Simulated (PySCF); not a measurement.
Na, charge +2, doublet (a state made from the parent by changing its charge; the spin is typed, not shown lowest); SVWN5/STO-3G in PySCF.

The PySCF input:
```python
from pyscf import gto, scf, dft

mol = gto.M(
    atom='''
Na    0.000000    0.000000    0.000000
''',
    basis='sto-3g',
    charge=2,
    spin=1,
    verbose=5,
)

mf = dft.UKS(mol)
mf.xc = 'lda,vwn'
mf.kernel()
```

Q: Write the output that PySCF gives for this input, abridged.

A: 
```
PySCF version 2.14.0

[INPUT] verbose = 5
[INPUT] max_memory = 4000
[INPUT] num. atoms = 1
[INPUT] num. electrons = 9
[INPUT] charge = 2
[INPUT] spin (= nelec alpha-beta = 2S) = 1
[INPUT] symmetry False subgroup None
[INPUT] Mole.unit = angstrom
[INPUT] Symbol           X                Y                Z      unit          X                Y                Z       unit  Magmom
[...]
[INPUT] ---------------- BASIS SET ----------------
[INPUT] l, kappa, [nprim/nctr], expnt,             c_1 c_2 ...
[INPUT] Na
[...]
                                45.678511         0.5353281423
                                12.362388         0.4446345422
[...]
                                2.7978819         0.3995128261
                                0.909958          0.7001154689
[...]
                                0.4125649         0.2255954336
                                0.1614751         0.900398426
[...]
                                2.7978819         0.6076837186
                                0.909958          0.3919573931
[...]
                                0.4125649         0.5951670053
                                0.1614751         0.462001012

nuclear repulsion = 0
number of shells = 5
number of NR pGTOs = 27
number of NR cGTOs = 9
basis = sto-3g
ecp = {}

******** <class 'pyscf.dft.uks.UKS'> ********
method = UKS
initial guess = minao
damping factor = 0
level_shift factor = 0
DIIS = <class 'pyscf.scf.diis.CDIIS'>
diis_start_cycle = 1
diis_space = 8
diis_damp = 0
SCF conv_tol = 1e-09
SCF conv_tol_grad = None
SCF max_cycles = 50
direct_scf = True
direct_scf_tol = 1e-13
number electrons alpha = 5  beta = 4
XC library pyscf.dft.libxc version 7.1.2
    S. Lehtola, C. Steigemann, M. J. T. Oliveira, and M. A. L. Marques,  SoftwareX 7, 1–5 (2018)
XC functionals = lda,vwn
    P. A. M. Dirac,  Math. Proc. Cambridge Philos. Soc. 26, 376 (1930)
    F. Bloch,  Z. Phys. 57, 545 (1929)
    S. H. Vosko, L. Wilk, and M. Nusair,  Can. J. Phys. 58, 1200 (1980)
radial grids:
    Treutler-Ahlrichs [JCP 102, 346 (1995); DOI:10.1063/1.469408] (M4) radial grids

becke partition: Becke, JCP 88, 2547 (1988); DOI:10.1063/1.454033
pruning grids: <function nwchem_prune>
grids dens level: 3
symmetrized grids: False
atomic radii adjust function: <function treutler_atomic_radii_adjust>
small_rho_cutoff = 0
Set gradient conv threshold to 3.16228e-05
atom Na rad-grids = 80, ang-grids = [ 50  50  50  50  50  50  50  50  50  50  50  50  50  50  50  50  50  50
[...]
E1 = -211.03966220364615  E2 = 53.49372290183759  Ecoul = 65.95518450239888  Exc = -12.461461600561284
cycle= 46 E= -157.545939301809  delta_E= -0.000158  |g|= 0.0279  |ddm|= 1.29

  alpha mo_energy =
[-39.00849082  -3.31011021  -2.27034756  -2.24777983  -2.23807492
  -0.5815635   -0.33529688  -0.33021035  -0.32800094]
  beta  mo_energy =
[-38.97562294  -3.2199127   -2.16073133  -2.15922324  -2.15857196
  -0.56390391  -0.31088386  -0.31073412  -0.3106576 ]
multiplicity <S^2> = 0.75049058  2S+1 = 2.0004905
nelec by numeric integration = [5. 4.]
E1 = -211.03953427279785  E2 = 53.493616706939335  Ecoul = 65.95505948310759  Exc = -12.461442776168255
cycle= 47 E= -157.545917565859  delta_E= 2.17e-05  |g|= 0.0286  |ddm|= 0.202
  alpha mo_energy =
[-39.00855267  -3.31013796  -2.32094334  -2.24659703  -2.18897996
  -0.58155685  -0.34656856  -0.32993642  -0.31675028]
  beta  mo_energy =
[-38.9756869   -3.21994648  -2.16411751  -2.15918337  -2.15531838
  -0.56387748  -0.31116658  -0.3107214   -0.31031118]
multiplicity <S^2> = 0.75072464  2S+1 = 2.0007245
nelec by numeric integration = [5. 4.]
E1 = -211.0361624215699  E2 = 53.49084214803038  Ecoul = 65.95181177857627  Exc = -12.460969630545886
cycle= 48 E= -157.54532027354  delta_E= 0.000597  |g|= 0.0444  |ddm|= 1.05
  alpha mo_energy =
[-39.00852398  -3.31012498  -2.26596211  -2.25924754  -2.23104079
  -0.58155597  -0.33430863  -0.33278331  -0.3263913 ]
  beta  mo_energy =
[-38.97565892  -3.21993131  -2.160445    -2.1600061   -2.15812969
  -0.56388527  -0.31084877  -0.31078124  -0.31059287]
multiplicity <S^2> = 0.75051361  2S+1 = 2.0005135
nelec by numeric integration = [5. 4.]
E1 = -211.03942411797075  E2 = 53.49356260552415  Ecoul = 65.95499186657807  Exc = -12.461429261053922
cycle= 49 E= -157.545861512447  delta_E= -0.000541  |g|= 0.0305  |ddm|= 1.29
  alpha mo_energy =
[-39.0085218   -3.31012379  -2.26899498  -2.25466123  -2.23259009
  -0.58155539  -0.33499416  -0.3317412   -0.32674652]
  beta  mo_energy =
[-38.97565628  -3.21992964  -2.16064692  -2.1596968   -2.15823126
  -0.5638848   -0.31087244  -0.31074018  -0.31060847]
multiplicity <S^2> = 0.75050889  2S+1 = 2.0005088
nelec by numeric integration = [5. 4.]
E1 = -211.0394592937326  E2 = 53.493585698547854  Ecoul = 65.95501984049808  Exc = -12.46143414195023
cycle= 50 E= -157.545873595185  delta_E= -1.21e-05  |g|= 0.0301  |ddm|= 0.00976
SCF not converged.
SCF energy = -157.545873595185 after 50 cycles  <S^2> = 0.75050889  2S+1 = 2.0005088
```

The run did not converge; its last values are not results.
